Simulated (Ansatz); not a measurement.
**How methods differ on BH3Cl− (SMILES [BH3-]Cl)**

The species is BH3Cl− (5 atoms), meant as a singlet with charge -1. As SMILES, `[BH3-]Cl`. The shape is that of a GFN2-xTB optimisation.

```xyz
5

B     0.0824   -0.0479    0.1359
Cl   -0.8459    0.4965   -1.3970
H     1.2231   -0.2546   -0.2031
H    -0.4601   -1.0514    0.5327
H     0.0005    0.8574    0.9314
```

Each level gives the vertical detachment energy (to the doublet neutral) (eV). The values are calculated.

```csv
level,kind,program,value (eV),CPU time (all runs)
revPBE/STO-3G,GGA,Ansatz,1.49,5.8 s
B3LYP/STO-3G,global hybrid,Ansatz,1.85,6 s
BHLYP/STO-3G,global hybrid,Ansatz,2.12,7.6 s
HSE06/STO-3G,range-separated hybrid,Ansatz,1.87,8.2 s
BCCD(T)/STO-3G,coupled cluster or CI,Ansatz,?,0.7 s
CCSD/STO-3G,coupled cluster or CI,Ansatz,?,0.57 s
CCSDT(Q)/STO-3G,coupled cluster or CI,Ansatz,1.42,1.3 s
CCSDT/STO-3G,coupled cluster or CI,Ansatz,1.42,1.1 s
FCI/STO-3G,exact in the basis,Ansatz,1.42,2.5 s
```

(1) Estimate the missing values from the other rows.

Answers

(1) As computed at these levels: BCCD(T)/STO-3G: 1.43 eV; CCSD/STO-3G: 1.44 eV. Sets without diffuse functions describe the anion poorly. The values span 1.42 to 2.12 eV. All rows use very small basis sets, so even the best lies far from the true value. CPU times are rough (shared hosts, several kinds of processor): they show what a rung costs within a factor of a few.
